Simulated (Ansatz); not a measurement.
Match the barriers

Saddle point of CH₉NSi, closed shell (SiNH₅ ([NH2][SiH3]) + CH₄ → CH₆Si ([CH3][SiH3]) + NH₃; bonds formed: Si1–C7, N2–H6; bonds broken: Si1–N2, H6–C7), PBE0-D4/def2-TZVP structure:

```
12
angstrom
Si -1.0473 -0.0248 0.3085
N 0.5319 -0.3895 1.2547
H -1.9528 -0.2554 1.5069
H -1.3653 1.3925 0.0083
H -1.4860 -1.1233 -0.5851
H 0.9194 -0.1658 0.1779
C 0.6443 0.3205 -1.2866
H 0.6165 -1.3255 1.6377
H 0.7778 0.2931 1.9634
H 1.1847 1.2756 -1.2547
H -0.1501 0.4389 -2.0289
H 1.3268 -0.4362 -1.7020
```

Program: Ansatz 0.2.0. Basis: def2-TZVPP, with def2-QZVPP for the basis limit. Cores are frozen in the correlated methods. Extrapolation: Hartree–Fock as exp(−7.88 √X), correlation as X^−2.97. Four methods, as single points on the PBE0-D4 structures, gave these electronic barriers from the start structure: 197.3, 250.2, 272.0, 347.4 kJ/mol.

Task: The methods were, in alphabetical order, CCSD(T), HF, r2SCAN-D4, SPW92. Which gave which? (A judgement: the text doesn't fix the answer.)

Result: Computed: SPW92 197.3; r2SCAN-D4 250.2; CCSD(T) 272.0; HF 347.4 kJ/mol. For comparison, CCSD(T) at an estimated basis limit (MP2 extrapolated from triple and quadruple zeta, plus CCSD(T) − MP2 in triple zeta) gives 271.7 kJ/mol.

No T1 diagnostic of these runs exceeds 0.011.

Labels in which every atom is bracketed show which atoms are joined, not bond orders.

For scale, one of the runs: CCSD(T)/def2-TZVPP, 230 basis functions, launched by `ansatz run in.yaml --threads 4 --pin off --events-out ev --progress --plain --max-ram 9574MiB`. Time: 52 s of wall clock on 4 CPU threads of an Arm Neoverse V1; the host was shared. Peak host memory: 3.9 GiB.
